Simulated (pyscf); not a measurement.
**Exchange assisted by a bridging atom: H₃C–CH₂–ZnH (SMILES C[CH2][ZnH]) + H₂O (SMILES O) → H₃C–CH₂–ZnH (SMILES C[CH2][ZnH]) + H₂O (SMILES O)**

Gas phase, singlet surface, charge 0. Bonds broken: C1–H11, H4–O10. Bonds formed: C1–H4, O10–H11. Structures and frequencies: ωB97X-D3(BJ)/def2-SVP in PySCF.

Transition state (Å):

```xyz
12

C     -0.7933     1.3997     0.4341
C      0.0005     0.5743    -0.5802
Zn    -0.6386    -1.3546    -0.3573
H     -0.8755     0.5475     1.3564
H     -0.3113     2.1873     1.0377
H     -1.6838     1.8848    -0.0119
H      1.0741     0.6273    -0.3326
H     -0.1079     0.9990    -1.5899
H     -0.6724    -2.8426    -0.8489
O     -1.5989    -0.8577     1.3499
H     -1.6979     0.7068     0.9551
H     -2.0009    -1.5167     1.9248
```

One imaginary mode, 1433i cm⁻¹; descent along it reached the two sides named, in the forms told below.

```csv
bond,change,reactant side (Å),saddle,product side
C1–H11,breaks,1.106,1.253,2.7
H4–O10,breaks,0.969,1.580,2.9
C1–H4,forms,3.0,1.258,1.106
O10–H11,forms,2.8,1.617,0.966
```

Electronic energies relative to the separated reactants (kcal/mol):

| level | barrier | reaction energy | reverse barrier |
|---|---|---|---|
| ωB97X-D3(BJ)/def2-TZVP | 63.5 | 0.0 | 63.5 |
| PBE/def2-TZVP | 58.8 | 0.0 | 58.8 |
| r²SCAN/def2-TZVP | 58.9 | 0.0 | 58.9 |
| B3LYP-D3(BJ)/def2-TZVP | 64.2 | 0.0 | 64.2 |
| PBE0-D3(BJ)/def2-TZVP | 61.1 | 0.0 | 61.1 |
| M06-2X/def2-TZVP | 62.0 | 0.0 | 62.0 |
| ωB97M-D3(BJ)/def2-TZVP | 63.9 | 0.0 | 63.9 |
| HF/def2-TZVP | 83.1 | 0.0 | 83.1 |

With ωB97M-D3(BJ)/def2-TZVP energies and thermal terms (ideal gas, 1 atm, RRHO with modes under 100 cm⁻¹ raised to 100, one conformer, R ln 2 for chiral ones without a mode under 150 cm⁻¹), in kcal/mol:

```tsv
T (K)	ΔH‡	ΔG‡	ΔH	ΔG
298	61.3	72.6	0.0	0.0
600	61.6	84.0	0.0	0.0
900	62.4	95.1	0.0	0.0
1200	63.4	105.9	0.0	0.0
```

On the reactant side the descent ends in a complex (not fully relaxed), 7.2 kcal/mol under the separated species and 70.7 kcal/mol under the saddle at ωB97X-D3(BJ)/def2-TZVP. On the product side the descent ends in a bound adduct (not fully relaxed), 8.8 kcal/mol under the separated species and 72.3 kcal/mol under the saddle at ωB97X-D3(BJ)/def2-TZVP. At the saddle there is also a short O–Zn contact that neither side keeps, so another atom assists the step. The same reactants have a lower exit, to H₃C–CH₃ + HO–ZnH (barrier +17.1 kcal/mol at ωB97M-D3(BJ)/def2-TZVP, against +63.9 kcal/mol here). This is the saddle that the search found; another between the same sides may lie lower. Elements up to Kr have no core potential and no relativistic terms here.
